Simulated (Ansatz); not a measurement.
`F[SiH2]P` + H₂ → `[SiH3]P` + H–F at 400 K and 1 bar (hydrogenolysis of the Si–F bond).

Calculated with Ansatz (gas phase, PBE0-D4/def2-TZVP geometries, no zero-point term in ΔE). CBS: MP2 limit from def2 TZ/QZ plus the TZ coupled-cluster correction, frozen cores. This one scheme is used for every species. One conformer a species, not always the lowest.

| species | CCSD(T)/CBS energy (Eh) | H − E (kJ/mol) | S (J/(mol·K)) |
| --- | --- | --- | --- |
| `F[SiH2]P` | -732.27050 | 123.1 | 326.9 |
| H₂ | -1.17544 | 38.0 | 139.0 |
| `[SiH3]P` | -633.00997 | 132.7 | 302.6 |
| H–F | -100.39570 | 36.5 | 182.2 |

H − E and S are ideal-gas, rigid-rotor, harmonic terms from PBE0-D4/def2-TZVP, for one conformer and one mirror image of each species. The MP2-based limit puts H₂ 0.8 mEh under its directly extrapolated value; such offsets cancel only in part. 1 Eh = 2625.50 kJ/mol, R = 8.31446 J/(mol·K).

Question: By hand: ΔE, ΔH, ΔS and ΔG.

Answer: ΔE = (-633.00997) + (-100.39570) − (-732.27050) − (-1.17544) = 0.04027 Eh = 105.7 kJ/mol. Δ(H − E) = 132.7 + 36.5 − 123.1 − 38.0 = 8.1, so ΔH = 113.8 kJ/mol. ΔS = 302.6 + 182.2 − 326.9 − 139.0 = 18.9 J/(mol·K). ΔG = 113.8 − 400 × (18.9)/1000 = 106.2 kJ/mol.

Question: By hand: the equilibrium constant, and the temperature at which ΔG would vanish if ΔH and ΔS stayed fixed.

Answer: log₁₀ K = −ΔG/(RT ln 10) = -13.9. ΔG = 0 at ΔH/ΔS = 6021 K, far beyond where these terms or the molecules hold.

ΔH outweighs TΔS. A doubt of 5 kJ/mol in ΔE shifts log₁₀ K by 0.7 here. Other conformers and mirror images would add mixing entropy, several J/(mol·K) or more a flexible species. These are equilibria of isolated gas molecules and say nothing of rates. Largest T1 diagnostic: 0.013 (customary marks: 0.02 for closed shells, 0.045 for open ones).
